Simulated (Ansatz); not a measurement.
We consider solid chlorine, described by PBE0-D3(BJ) (Ansatz, a first-principles code, PAW).

Run with plane-wave cutoff 460 eV, 8×8×4 k mesh (along the axes of the cell as run), Fermi–Dirac smearing 0.01 eV, scalar-relativistic PAW data made under PBE.

Cell (relaxed at this level):

```cif
data_Cl4
_chemical_formula_sum 'Cl4'
_space_group_name_H-M_alt 'P 1'
_space_group_IT_number 1
_cell_length_a 3.82560
_cell_length_b 3.82560
_cell_length_c 8.17541
_cell_angle_alpha 90.000
_cell_angle_beta 90.000
_cell_angle_gamma 111.610
loop_
_space_group_symop_operation_xyz
  'x, y, z'
loop_
_atom_site_label
_atom_site_type_symbol
_atom_site_fract_x
_atom_site_fract_y
_atom_site_fract_z
_atom_site_occupancy
Cl1 Cl 0.87949 0.87949 0.89656 1
Cl2 Cl 0.62051 0.62051 0.39656 1
Cl3 Cl 0.37949 0.37949 0.60344 1
Cl4 Cl 0.12051 0.12051 0.10344 1
```

Estimate the band gap and smallest direct gap on the k points sampled that the calculation returns.


- band gap = 4.95 eV (indirect)
- smallest direct gap on the k points sampled = 5.02 eV

The computed numbers hold no vibrational or temperature effects.

The result took roughly 90 core-minutes.
